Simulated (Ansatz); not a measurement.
# Worked example: correlation energy of Si2, triplet

Geometry: MP2(full)/6-31G*, from the G2/97 set.

```xyz
2

Si    0.0000    0.0000    0.0000
Si    0.0000    0.0000    2.2601
```

Basis cc-pV(Q+d)Z; Ansatz 0.2.0. Only valence electrons are correlated (noble-gas cores frozen), which leaves 8 electrons in 118 orbitals. Prefix R: restricted or restricted open-shell reference; prefix U: unrestricted.

Full CI isn't at hand for all of this; UCCSDT(Q) serves as the reference, and is uncertain by about the last step of the cluster series.

Runs differ by some tens of microhartree through their thresholds and, for an open shell, their frozen cores, so steps under 0.03 kcal/mol mean nothing.

```tsv
level	total energy (hartree)
UHF	-577.783666
UMP2	-577.952730
UCCSD	-577.980814
UCCSD(T)	-577.993286
UCCSDT	-577.995025
UCCSDT(Q)	-577.996016
```

Question: What is the correlation energy at UCCSDT(Q), and what share of it do UMP2 and UCCSD(T) recover?

Answer: E(corr) = -577.996016 − (-577.783666) = -0.212350 hartree = -5.778 eV. UMP2: -0.169064 / -0.212350 = 79.62 %. UCCSD(T): -0.209620 / -0.212350 = 98.71 %.

Question: By how many kcal/mol does UCCSD(T) miss UCCSDT(Q) (1 hartree = 627.509 kcal/mol), and which steps make up the rest?

Answer: -577.993286 − (-577.996016) = 0.002730 hartree = 1.71 kcal/mol. Steps: UCCSDT − UCCSD(T) = -1.09, UCCSDT(Q) − UCCSDT = -0.62 kcal/mol. Differences between like states or geometries often cancel part of this.
